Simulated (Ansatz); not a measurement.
Geometry optimisation, RKS PBE0/cc-pVDZ (Ansatz).

input.yaml

```yaml
crystal:
  periodic: [false, false, false]
  atoms:
    - { symbol: B, position_ang: [-0.6465, -0.38, -0.5733] }
    - { symbol: C, position_ang: [0.5187, 0.2016, 0.2486] }
    - { symbol: O, position_ang: [-0.5532, 1.0461, -0.039] }
    - { symbol: H, position_ang: [-1.2616, -1.3144, -0.6534] }
    - { symbol: H, position_ang: [1.4348, 0.4561, -0.3468] }
    - { symbol: H, position_ang: [0.5499, -0.0734, 1.3176] }
basis:
  gaussian: { orbitals: cc-pVDZ }
hamiltonian:
  xc: pbe0
relax:
  f_tol: 0.02
  max_steps: 40
scf:
  lower_state_search: "off"
```

Command:

```bash
$ ansatz run input.yaml --threads 1 --pin off --max-ram 2048MiB --backend cpu --events-out ev --progress --plain --runs-dir out
```

Question: Where does it end, and by what steps?

Answer: The run converged. After 6 steps the energy has fallen by 1.213 eV; H4 moved furthest, 0.28 Å.

| step | energy less start (eV) | largest force component (eV/Å) | accepted |
| --- | --- | --- | --- |
| 0 | 0.0000 | 5.254 | yes |
| 1 | -0.9154 | 2.538 | yes |
| 2 | -1.0418 | 4.051 | yes |
| 3 | -1.1379 | 1.490 | yes |
| 4 | -1.2103 | 0.242 | yes |
| 5 | -1.2125 | 0.030 | yes |
| 6 | -1.2125 | 0.015 | yes |

```xyz
6
Properties=species:S:1:pos:R:3
B -0.662 -0.423 -0.390
C 0.581 0.136 0.276
O -0.669 0.881 -0.113
H -1.393 -1.224 -0.885
H 1.456 0.463 -0.296
H 0.728 0.103 1.361
```

Run time: 8.3 s on 1 thread of Arm Neoverse V1, with other jobs on the host, peak memory 0.11 GiB.
